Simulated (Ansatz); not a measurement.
`[SiH3]S` + `[SiH3]`• → `[SiH2]S`• + SiH₄ at 500 K and 1 bar (hydrogen abstraction from the Si–H bond).

Program: Ansatz. Geometries: PBE0-D4/def2-TZVP. ΔE: electronic, gas phase. CCSD(T)/CBS is the MP2 limit (def2-TZVPP, def2-QZVPP) plus CCSD(T) − MP2 in def2-TZVPP, frozen cores. This one scheme is used for every species. Open shells (•) are unrestricted, without spin–orbit coupling.

```csv
species,CCSD(T)/CBS energy (Eh),H − E (kJ/mol),S (J/(mol·K))
`[SiH3]S`,-689.27336,117.6,310.5
`[SiH3]`•,-290.80808,75.1,240.4
`[SiH2]S`•,-688.62132,91.0,307.5
SiH₄,-291.46306,102.4,230.9
```

H − E and S are ideal-gas, rigid-rotor, harmonic terms from PBE0-D4/def2-TZVP, for one conformer and one mirror image of each species, with the whole ground term of open shells counted as degenerate. 1 Eh = 2625.50 kJ/mol, R = 8.31446 J/(mol·K).

Q: By hand: ΔE, ΔH, ΔS and ΔG.

A: ΔE = (-688.62132) + (-291.46306) − (-689.27336) − (-290.80808) = -0.00294 Eh = -7.7 kJ/mol. Δ(H − E) = 91.0 + 102.4 − 117.6 − 75.1 = 0.7, so ΔH = -7.0 kJ/mol. ΔS = 307.5 + 230.9 − 310.5 − 240.4 = -12.5 J/(mol·K). ΔG = -7.0 − 500 × (-12.5)/1000 = -0.8 kJ/mol.

Q: By hand: the equilibrium constant, and the temperature at which ΔG would vanish if ΔH and ΔS stayed fixed.

A: log₁₀ K = −ΔG/(RT ln 10) = 0.1. ΔG = 0 at ΔH/ΔS = 560 K, though so small a ΔH makes that figure unsure.

TΔS isn't small against ΔH here. The sign of ΔG lies within the doubt. A doubt of 5 kJ/mol in ΔE shifts log₁₀ K by 0.5 here. Other conformers and mirror images would add mixing entropy, several J/(mol·K) or more a flexible species. These are equilibria of isolated gas molecules and say nothing of rates. Largest T1 diagnostic: 0.016 (customary marks: 0.02 for closed shells, 0.045 for open ones).
